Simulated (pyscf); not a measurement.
**Four-centre exchange: H₃Si–Si(SiH₃)(SiH₃)–Cl + H₂O → HO–SiH₂–Si(SiH₃)(SiH₃)–Cl + H₂**

Gas phase, singlet surface, charge 0. Bonds broken: Si3–H6, O15–H16. Bonds formed: Si3–O15, H6–H16. Optimised with ωB97X-D3(BJ)/def2-SVP in PySCF.

Transition state (Å):

```xyz
17

Cl    -0.1230    -0.4337     2.1487
Si    -0.5413     1.0179     0.6307
Si     0.4736     0.0417    -1.2813
Si    -2.8621     1.1897     0.5951
Si     0.4515     2.9578     1.4485
H      1.6923    -0.8607    -2.1957
H     -0.4919    -1.0572    -1.5721
H      0.5034     1.1501    -2.2748
H     -3.2692     2.2128    -0.4151
H     -3.4613    -0.1250     0.2225
H     -3.3708     1.6020     1.9354
H      1.9114     2.7175     1.6434
H     -0.1591     3.3496     2.7525
H      0.2695     4.0746     0.4724
O      1.9763    -0.2791    -0.2122
H      2.1886    -0.8526    -1.1700
H      1.8225    -0.7035     0.6546
```

One imaginary mode, 1403i cm⁻¹; descent along it reached the two sides named, in the forms told below.

| bond | change | reactant side (Å) | saddle | product side |
|---|---|---|---|---|
| Si3–H6 | breaks | 1.494 | 1.771 | 4.1 |
| O15–H16 | breaks | 0.965 | 1.136 | 2.466 |
| Si3–O15 | forms | 3.6 | 1.872 | 1.674 |
| H6–H16 | forms | 2.264 | 1.140 | 0.761 |

Electronic energies relative to the separated reactants (kJ/mol):

```tsv
level	barrier	reaction energy	reverse barrier
ωB97X-D3(BJ)/def2-TZVP	153.5	-60.9	214.4
PBE/def2-TZVP	131.3	-53.4	184.6
r²SCAN/def2-TZVP	137.4	-63.6	201.0
B3LYP-D3(BJ)/def2-TZVP	150.8	-62.6	213.4
PBE0-D3(BJ)/def2-TZVP	140.9	-53.8	194.6
M06-2X/def2-TZVP	150.1	-70.2	220.3
ωB97M-D3(BJ)/def2-TZVP	149.7	-59.1	208.8
HF/def2-TZVP	239.6	-51.6	291.2
```

With ωB97M-D3(BJ)/def2-TZVP energies and thermal terms (ideal gas, 1 atm, RRHO with modes under 100 cm⁻¹ raised to 100, one conformer, R ln 2 for chiral ones without a mode under 150 cm⁻¹), in kJ/mol:

| T (K) | ΔH‡ | ΔG‡ | ΔH | ΔG |
|---|---|---|---|---|
| 298 | 142.0 | 188.7 | -69.6 | -61.5 |
| 600 | 142.0 | 236.4 | -65.4 | -54.9 |
| 900 | 144.7 | 283.1 | -61.6 | -50.6 |
| 1200 | 148.2 | 328.7 | -58.6 | -47.3 |

On the reactant side the descent ends in a complex (not fully relaxed), 21.5 kJ/mol under the separated species and 175.0 kJ/mol under the saddle at ωB97X-D3(BJ)/def2-TZVP. This is the saddle that the search found; another between the same sides may lie lower.
